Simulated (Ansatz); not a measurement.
Crystal: Ni2O, antifluorite type, 3 atoms in the cell.

These are results of PBE, plane waves, PAW datasets (generated soft set 1) (Ansatz 0.2.0 development build), not measurements.

Cutoff 420 eV; k-mesh 19×19×19 Γ-centred; Fermi–Dirac smearing of 0.0612 eV; no spin polarisation.

(1) What equilibrium volume, lattice constant and bulk modulus does this give?

Results:

(1) V₀ = 10.552 Å³/atom (a₀ = 5.021 Å), B₀ = 153 GPa, B₀′ = 4.67. The points behind the fit:

| V (Å³/atom) | a (Å) | E − E(min) (meV/atom) | P (GPa) |
| --- | --- | --- | --- |
| 9.914 | 4.9182 | 20.66 | 11.01 |
| 10.125 | 4.9528 | 8.89 | 6.94 |
| 10.335 | 4.9870 | 2.19 | 3.32 |
| 10.546 | 5.0207 | 0.00 | 0.08 |
| 10.757 | 5.0539 | 1.83 | -2.82 |
| 10.968 | 5.0867 | 7.28 | -5.39 |
| 11.179 | 5.1191 | 15.93 | -7.69 |

The published all-electron PBE values for this crystal (mean of FLEUR and WIEN2k, k-spacing 0.06 Å⁻¹; Bosoni et al., Nat. Rev. Phys. 6, 45 (2024)) are V₀ = 10.546 Å³/atom, B₀ = 153.2 GPa, B₀′ = 4.70. This run's mesh is coarser (spacing 0.11 Å⁻¹), so part of any difference comes from k-sampling.

The stress includes the program's correction for the finite plane-wave basis.

This cubic structure is a model: it isn't the usual form of the substance at ambient conditions, and such phases are metastable or hypothetical. Spin polarisation is left out, and a magnetic state may lie lower.
